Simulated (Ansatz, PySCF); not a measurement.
# How the smallest direct gap on the k points sampled of rock-salt MgO moves with the method

No measured value is used here.

Unless a cell is named, each level is at its own relaxed cell (PBEsol-D3(BJ) 9.10, r²SCAN-D4 9.22 Å³/atom).

Put these levels in order of the smallest direct gap on the k points sampled that they give for rock-salt MgO, smallest first: PBEsol-D3(BJ) (Ansatz, a first-principles code), evGW@PBE (PySCF), r²SCAN-D4 (Ansatz).

PBEsol-D3(BJ) (4.89 eV), r²SCAN-D4 (5.76 eV), evGW@PBE (8.49 eV)

Computed values are for a static lattice.  A ± on a computed value is a rough bar: the spread of its extrapolation, a floor set from checks against published values, or a statistical error. Values are at the level's own relaxed cell; evGW@PBE at the measured cell. Cutoffs differ between the levels. Ansatz's density-functional and Hartree–Fock values are scalar-relativistic unless marked +SOC, with PAW data made under PBE.
